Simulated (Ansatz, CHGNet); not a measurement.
Elastic constant C44 (GPa) of solids drawn from the class of elemental solids other than molecular ones, at two levels: the machine-learned potential CHGNet-r²SCAN (trained on r²SCAN data), and PBE in Ansatz (PAW).

```csv
solid,CHGNet-r²SCAN,PBE,shift (%)
diamond,282,558,+98
fcc Ca,8.93,14.6,+63
bcc Na,4.05,6.30,+56
α-phase Ga,8.59,35.9,+318
hcp Co,24.0,98.3,+310
fcc Cu,59.3,80.6,+36
fcc Ir,48.4,256,+429
bcc K,2.49,2.77,+11.2
fcc Pb,1.67,16.6,+894
hcp Be,40.5,168,+315
```

The shifts run from +11.2 % to +894 %, with a median of +204 %.

Over all 10 rows PBE is the larger in 10.

Ansatz's runs of these crystals have no spin polarisation, but for hcp Co.

Density-functional runs with spin start from parallel moments for hcp Co.

Spin–orbit coupling is left out, also for the solids with elements from indium on (fcc Ir, fcc Pb); its size isn't shown.

Each level is taken at its own relaxed cell. Ansatz's density-functional and Hartree–Fock values are scalar-relativistic unless marked +SOC, with PAW data made under PBE.

Ansatz is a first-principles code.
